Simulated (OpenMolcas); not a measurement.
**AlF2 (SMILES [F][Al][F]), step by step**

Aim: a single-point energy (UHF/STO-3G), then a single-point energy (CASSCF(3,3)/STO-3G), then a single-point energy (CASPT2(3,3)/STO-3G), then a single-point energy (SC-NEVPT2(3,3)/STO-3G), then the energy (MRCI(3,3)/STO-3G) of AlF2. 

The calculation is run with OpenMolcas 26.06.

1 further run of the same task is left out (for a known fault of the program).

### 1 The system as given

AlF2: 3 atoms, total charge 0, spin state doublet. SMILES: `[F][Al][F]`. One bond was lengthened or shortened from a relaxed shape.

Bond lengths: F1–Al2 2.058 Å, Al2–F3 1.647 Å. Angles: F1–Al2–F3 119.7°.

### 2 A single-point energy at UHF/STO-3G (run 1)

step1.input reads:

```
&GATEWAY
 BasLib = $CurrDir
 Coord
 3
 bohr
 F      1.07539778    -3.34550499     0.20635620
 Al     0.73453654     0.52043057     0.46336085
 F     -1.76216961     1.92941037    -0.74606387
 Basis = STO-3G
 Group = NoSym

&SEWARD

&SCF
 UHF
 Spin = 2
 Scramble = 0.25
 PrOrbitals = 1 1
```

The basis set STO-3G is read from a file made from the Basis Set Exchange's data (not shown).

Run with:

```sh
$ export MOLCAS_MEM=1860
$ pymolcas step1.input > step1.log
```

Log:

```text
--- Start Module: gateway ---
[...]
--- Stop Module: gateway /rc=_RC_ALL_IS_WELL_ ---
--- Start Module: seward ---
[...]
      Basis functions           19
--- Stop Module: seward /rc=_RC_ALL_IS_WELL_ ---
--- Start Module: scf ---
[...]
       Convergence after  19 Iterations
[...]
::    Total SCF energy                               -435.0484868335
[...]
      Total spin, S                                     0.5547794015
[...]
      Total electronic charge=   31.000000
      Total            charge=   -0.000000
[...]
      Dipole Moment (debye):
      Origin of the operator (angstrom)=    0.0551   -0.1047    0.0183
                   X=  1.1728E+00               Y=  9.2676E-01               Z=  7.5066E-01           Total=  1.6727E+00
      Quadrupole Moment (debye*angstrom):
[...]
--- Stop Module: scf /rc=_RC_ALL_IS_WELL_ ---
[...]
```

It took 1.9 s on 1 thread of Arm Neoverse V1, shared host; peak memory 0.37 GiB.

### 3 The energy at CASSCF(3,3)/STO-3G (run 2)

step2.input reads:

```
* AlF2 CASSCF
>>> EXPORT MOLCAS_PRINT=2

&GATEWAY
 BasLib=$CurrDir
 Coord
 3
 bohr
 F      1.07539778    -3.34550499     0.20635620
 Al     0.73453654     0.52043057     0.46336085
 F     -1.76216961     1.92941037    -0.74606387
 Basis=STO-3G
 Group=NoSym

&SEWARD

&RASSCF
 FileOrb=$CurrDir/step1.UnaOrb
 Spin=2
 Nactel=3 0 0
 Inactive=14
 Ras2=3
 OrbListing=Nothing
 OrbAppear=Compact
```

The basis set STO-3G is read from a file made from the Basis Set Exchange's data (not shown).

Run with:

```sh
$ export MOLCAS_MEM=1860
$ pymolcas step2.input > step2.log
```

Log:

```text
--- Start Module: gateway ---
[...]
--- Stop Module: gateway /rc=_RC_ALL_IS_WELL_ ---
--- Start Module: seward ---
[...]
      Basis functions           19
--- Stop Module: seward /rc=_RC_ALL_IS_WELL_ ---
--- Start Module: rasscf ---
[...]
      Number of active orbitals                  3
[...]
      Spin quantum number                      0.5
[...]
      Active orbitals                            3
[...]
      Number of CSFs                             8
[...]
      Number of root(s) required                 1
[...]
      Convergence after 10 iterations
[...]
      printout of CI-coefficients larger than  0.05 for root  1
      energy=    -435.069800
      conf/sym  111     Coeff  Weight
             1  2u0   0.97058 0.94203
             4  udu  -0.17037 0.02903
             5  02u   0.07392 0.00546
             6  uud  -0.09764 0.00953
             8  0u2   0.10531 0.01109
      Natural orbitals and occupation numbers for root  1
      sym 1:   1.925701   1.003397   0.070902
      ************************************************************************************************************************
      *                                                    Final results                                                     *
[...]
::    RASSCF root number  1 Total energy:   -435.06980045
[...]
      Total electronic charge=   31.000000
      Total            charge=   -0.000000
[...]
      Dipole Moment (debye):
      Origin of the operator (angstrom)=    0.0551   -0.1047    0.0183
                   X=  1.3133E+00               Y=  9.3135E-01               Z=  8.2838E-01           Total=  1.8106E+00
      Quadrupole Moment (debye*angstrom):
[...]
--- Stop Module: rasscf /rc=_RC_ALL_IS_WELL_ ---
[...]
```

It took 1.8 s on 1 thread of Arm Neoverse V1, shared host; peak memory 0.37 GiB.

### 4 The energy at CASPT2(3,3)/STO-3G (run 3)

step3.input reads:

```
&GATEWAY
  BasLib=$CurrDir
  Coord
  3
  bohr
  F      1.07539778    -3.34550499     0.20635620
  Al     0.73453654     0.52043057     0.46336085
  F     -1.76216961     1.92941037    -0.74606387
  Basis=STO-3G
  Group=NoSym

&SEWARD

&RASSCF
  FileOrb=$CurrDir/step2.RasOrb
  Spin=2
  Nactel=3 0 0
  Inactive=14
  Ras2=3
  OrbListing=Nothing
  OrbAppear=Compact

&CASPT2
  Imaginary=0.1
  Frozen=7
```

The basis set STO-3G is read from a file made from the Basis Set Exchange's data (not shown).

Run with:

```sh
$ export MOLCAS_MEM=1860
$ pymolcas step3.input > step3.log
```

Log:

```text
--- Start Module: gateway ---
[...]
--- Stop Module: gateway /rc=_RC_ALL_IS_WELL_ ---
[...]
      Basis functions           19
[...]
--- Start Module: rasscf ---
[...]
      Number of active orbitals                  3
[...]
      Spin quantum number                      0.5
[...]
      Active orbitals                            3
[...]
      Number of CSFs                             8
[...]
      Number of root(s) required                 1
[...]
      Convergence after  4 iterations
[...]
      printout of CI-coefficients larger than  0.05 for root  1
      energy=    -435.069800
      conf/sym  111     Coeff  Weight
             1  2u0   0.97058 0.94203
             4  udu  -0.17037 0.02903
             5  02u   0.07392 0.00546
             6  uud  -0.09764 0.00953
             8  0u2   0.10531 0.01109
      Natural orbitals and occupation numbers for root  1
      sym 1:   1.925701   1.003397   0.070903
      ************************************************************************************************************************
      *                                                    Final results                                                     *
[...]
::    RASSCF root number  1 Total energy:   -435.06980045
[...]
      Total electronic charge=   31.000000
      Total            charge=   -0.000000
[...]
      Dipole Moment (debye):
      Origin of the operator (angstrom)=    0.0551   -0.1047    0.0183
                   X=  1.3133E+00               Y=  9.3136E-01               Z=  8.2837E-01           Total=  1.8106E+00
      Quadrupole Moment (debye*angstrom):
[...]
--- Stop Module: rasscf /rc=_RC_ALL_IS_WELL_ ---
--- Start Module: caspt2 ---
[...]
 ###    WARNING: User changed nr of frozen orbitals.                         ###
 ###############################################################################
[...]
      E2 (Variational):          -0.0356405316
      Total energy:            -435.1054409808
[...]
      Reference weight:           0.97932
[...]
::    CASPT2 Root  1     Total energy:   -435.10544098
[...]
--- Stop Module: caspt2 /rc=_RC_ALL_IS_WELL_ ---
[...]
```

Run time: 1.8 s. Hardware: 1 thread of Arm Neoverse V1, shared host; peak memory 0.37 GiB.

### 5 A single-point energy at SC-NEVPT2(3,3)/STO-3G (run 4)

step4.inp reads:

```
>>> EXPORT MOLCAS_PRINT=2
&gateway
baslib = $CurrDir
coord
3
bohr
F      1.07539778    -3.34550499     0.20635620
Al     0.73453654     0.52043057     0.46336085
F     -1.76216961     1.92941037    -0.74606387
basis = STO-3G
group = NoSym
&seward
&rasscf
fileorb = $CurrDir/step2.RasOrb
spin = 2
nactel = 3 0 0
inactive = 14
ras2 = 3
orblisting = Nothing
orbappear = Compact
&caspt2
sc-nevpt2
frozen = 7
```

The basis set STO-3G is read from a file made from the Basis Set Exchange's data (not shown).

Run with:

```sh
$ export MOLCAS_MEM=1860
$ pymolcas step4.inp > step4.log
```

Log:

```text
--- Start Module: gateway ---
[...]
--- Stop Module: gateway /rc=_RC_ALL_IS_WELL_ ---
[...]
      Basis functions           19
[...]
--- Start Module: rasscf ---
[...]
      Number of active orbitals                  3
[...]
      Spin quantum number                      0.5
[...]
      Active orbitals                            3
[...]
      Number of CSFs                             8
[...]
      Number of root(s) required                 1
[...]
      Convergence after  4 iterations
[...]
      printout of CI-coefficients larger than  0.05 for root  1
      energy=    -435.069800
      conf/sym  111     Coeff  Weight
             1  2u0   0.97058 0.94203
             4  udu  -0.17037 0.02903
             5  02u   0.07392 0.00546
             6  uud  -0.09764 0.00953
             8  0u2   0.10531 0.01109
      Natural orbitals and occupation numbers for root  1
      sym 1:   1.925701   1.003397   0.070903
      ************************************************************************************************************************
      *                                                    Final results                                                     *
[...]
::    RASSCF root number  1 Total energy:   -435.06980045
[...]
      Total electronic charge=   31.000000
      Total            charge=   -0.000000
[...]
      Dipole Moment (debye):
      Origin of the operator (angstrom)=    0.0551   -0.1047    0.0183
                   X=  1.3133E+00               Y=  9.3136E-01               Z=  8.2837E-01           Total=  1.8106E+00
      Quadrupole Moment (debye*angstrom):
[...]
--- Stop Module: rasscf /rc=_RC_ALL_IS_WELL_ ---
--- Start Module: caspt2 ---
[...]
 ###    WARNING: User changed nr of frozen orbitals.                         ###
 ###############################################################################
[...]
      E2 (Variational):          -0.0343642749
[...]
      E2 (Variational):          -0.0341876172
      Total energy:            -435.1039880664
[...]
      Reference weight:           0.98094
[...]
::    SC-NEVPT2 Root  1     Total energy:   -435.10398807
[...]
--- Stop Module: caspt2 /rc=_RC_ALL_IS_WELL_ ---
[...]
```

Wall time 1.8 s (1 thread of Arm Neoverse V1, shared host); peak memory 0.37 GiB.

### 6 A single-point energy at MRCI(3,3)/STO-3G (run 5)

step5.input reads:

```
* AlF2 MRCI
&gateway
baslib=$CurrDir
coord
3
bohr
F      1.07539778    -3.34550499     0.20635620
Al     0.73453654     0.52043057     0.46336085
F     -1.76216961     1.92941037    -0.74606387
basis=STO-3G
group=NoSym
&seward
&rasscf
fileorb=$CurrDir/step2.RasOrb
spin=2
nactel=3 0 0
inactive=14
ras2=3
orblisting=Nothing
orbappear=Compact
&motra
lumorb
frozen=7
&guga
electrons=17
spin=2
inactive=7
active=3
ciall=1
&mrci
sdci
```

The basis set STO-3G is read from a file made from the Basis Set Exchange's data (not shown).

Run with:

```sh
$ export MOLCAS_MEM=1860
$ pymolcas step5.input > step5.log
```

Log:

```text
--- Start Module: gateway ---
[...]
--- Stop Module: gateway /rc=_RC_ALL_IS_WELL_ ---
[...]
      Basis functions           19
[...]
      Number of active orbitals                  3
[...]
      Spin quantum number                      0.5
[...]
      Active orbitals                            3
[...]
      Number of CSFs                             8
[...]
      Number of root(s) required                 1
[...]
      Convergence after  4 iterations
[...]
      printout of CI-coefficients larger than  0.05 for root  1
      energy=    -435.069800
      conf/sym  111     Coeff  Weight
             1  2u0   0.97058 0.94203
             4  udu  -0.17037 0.02903
             5  02u   0.07392 0.00546
             6  uud  -0.09764 0.00953
             8  0u2   0.10531 0.01109
      Natural orbitals and occupation numbers for root  1
      sym 1:   1.925701   1.003397   0.070903
      ************************************************************************************************************************
      *                                                    Final results                                                     *
[...]
::    RASSCF root number  1 Total energy:   -435.06980045
[...]
      Dipole Moment (debye):
      Origin of the operator (angstrom)=    0.0551   -0.1047    0.0183
                   X=  1.3133E+00               Y=  9.3136E-01               Z=  8.2837E-01           Total=  1.8106E+00
      Quadrupole Moment (debye*angstrom):
[...]
      *** WARNING: Default frozen orbitals is overwritten by user input.
      *** Default values:   4
[...]
--- Start Module: guga ---
[...]
--- Stop Module: guga /rc=_RC_ALL_IS_WELL_ ---
--- Start Module: mrci ---
[...]
       (But an ACPF correction will be computed)
       USE THE DEFAULT ACPF G-VALUE GFAC=  0.11764705882352941
[...]
                      CI ENERGY:  -435.11750111
[...]
                ACPF CORRECTION:    -0.00268122
[...]
      Total electronic charge=   31.000000
      Total            charge=   -0.000000
[...]
     ACPF CORRECTION:     -0.00268122
[...]
  CI State   1     Total energy:   -435.11750111     QDav:     -0.00306167     QACPF:     -0.00268122
[...]
--- Stop Module: mrci /rc=_RC_ALL_IS_WELL_ ---
[...]
```

It took 2.5 s on 1 thread of Arm Neoverse V1, shared host; peak memory 0.37 GiB.

### 7 What came out

| quantity | value |
| --- | --- |
| run 1, UHF/STO-3G: total energy | -435.04849 Eh |
| run 1, UHF/STO-3G: dipole moment | 1.67 D |
| run 1, UHF/STO-3G: HOMO energy (highest over α and β) | -5.28 eV |
| run 1, UHF/STO-3G: LUMO energy (lowest over α and β) | 7.22 eV |
| run 1, UHF/STO-3G: ⟨S²⟩ | 0.863 |
| run 2, CASSCF(3,3)/STO-3G: total energy | -435.06980 Eh |
| run 2, CASSCF(3,3)/STO-3G: dipole moment (CASSCF density) | 1.81 D |
| run 3, CASPT2(3,3)/STO-3G: total energy | -435.10544 Eh |
| run 3, CASPT2(3,3)/STO-3G: dipole moment (CASSCF density) | 1.81 D |
| run 4, SC-NEVPT2(3,3)/STO-3G: total energy | -435.10399 Eh |
| run 4, SC-NEVPT2(3,3)/STO-3G: dipole moment (CASSCF density) | 1.81 D |
| run 5, MRCI(3,3)/STO-3G: total energy | -435.11750 Eh |
| run 5, MRCI(3,3)/STO-3G: dipole moment (CASSCF density) | 1.81 D |

In words: ⟨S²⟩ (run 1, UHF/STO-3G) is 0.86 where a pure doublet has 0.75: the reference is spin-contaminated. Mulliken charges (run 1, UHF/STO-3G) run from -0.41 on F3 to +0.60 on Al2. Mulliken charges (run 5, MRCI(3,3)/STO-3G) of the CASSCF density run from -0.41 on F3 to +0.61 on Al2.
